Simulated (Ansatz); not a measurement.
# Hydrogen (H₂): ionisation energy by level of theory

The task here is to estimate one member of a computed series from the others.

Computed with Ansatz 0.2.0, Gaussian basis. Level: unrestricted cation, the program's frozen cores in correlated methods.

Plan: UKS PBE-D4/def2-TZVPP; UKS r2SCAN-D4/def2-TZVPP; UKS PBE0-D4/def2-TZVPP; UKS B3LYP-D4/def2-TZVPP; UKS wB97X-V/def2-TZVPP; UKS wB97M-V/def2-TZVPP; UKS B2PLYP/def2-TZVPP; UHF/def2-SVP; UHF/def2-TZVPP; UHF/def2-QZVPP; then −ε(HOMO) from the neutral's earlier runs with LDA (SPW92), PBE-D4, revPBE-D4, BLYP-D4, r2SCAN-D4, B97M-V, PBE0-D4, B3LYP-D4, r2SCANh-D4, r2SCAN0-D4, HSE06-D4, BHLYP-D4, CAM-B3LYP-D4, LC-ωPBE, ωB97X-V, ωB97M-V.

## The geometry

All runs share one geometry, relaxed beforehand with PBE0-D4 in a triple-zeta def2 set.

SMILES `[H][H]`, 2 atoms, charge 0, spin multiplicity 1.

Atoms are counted from 1 here; the program's logs count them from 0.

Bond lengths: H1–H2 0.746 Å.

Set-up of the first run:

Input file in.yaml:

```yaml
crystal:
  periodic: [false, false, false]
  atoms:
    - {symbol: H, position_ang: [0.319306, -0.099178, 0.165489]}
    - {symbol: H, position_ang: [-0.319306, 0.099178, -0.165489]}
basis:
  gaussian: {orbitals: def2-TZVPP}
total_charge: 1
magnetization: {spin_polarized: true, initial_magnetization: 1}
hamiltonian: {xc: pbe, dispersion: d4}
```

On the command line:

```
> ansatz run in.yaml --threads 2 --pin off --events-out ev --progress --plain --max-ram 32768MiB --backend cpu
```

Steps of the session up to this table: Cation, UKS PBE-D4/def2-TZVPP; Cation, UKS r2SCAN-D4/def2-TZVPP; Cation, UKS PBE0-D4/def2-TZVPP; Cation, UKS B3LYP-D4/def2-TZVPP; Cation, UKS wB97X-V/def2-TZVPP; Cation, UKS wB97M-V/def2-TZVPP; Cation, UKS B2PLYP (frozen core)/def2-TZVPP; Cation, UHF/def2-SVP; Cation, UHF/def2-TZVPP; Cation, UHF/def2-QZVPP.

One table of the session follows, with a row left open; its other results are not shown here.

It belongs to the step «Ionisation energies side by side». Orbital estimates, from the neutral's runs:

```
  functional  −ε(HOMO) (eV)
 LDA (SPW92)          10.23
      PBE-D4          10.35
   revPBE-D4          10.37
     BLYP-D4          10.36
   r2SCAN-D4          10.79
      B97M-V          10.91
     PBE0-D4          11.97
    B3LYP-D4          11.79
  r2SCANh-D4          11.37
  r2SCAN0-D4              ?
    HSE06-D4          11.55
    BHLYP-D4          13.59
CAM-B3LYP-D4          13.59
     LC-ωPBE          15.11
     ωB97X-V          14.69
     ωB97M-V          14.45
```

Estimate the missing values for r2SCAN0-D4.

Worked estimate for «−ε(HOMO) (eV)». Against the share of exact exchange, r2SCAN-D4 (0, 10.79), r2SCANh-D4 (0.1, 11.37) give a slope of 5.80 per unit share; at 0.25 the line stands at 12.24.

The run gave: −ε(HOMO) (eV): 12.25. In «−ε(HOMO) (eV)» the line misses by -0.01.
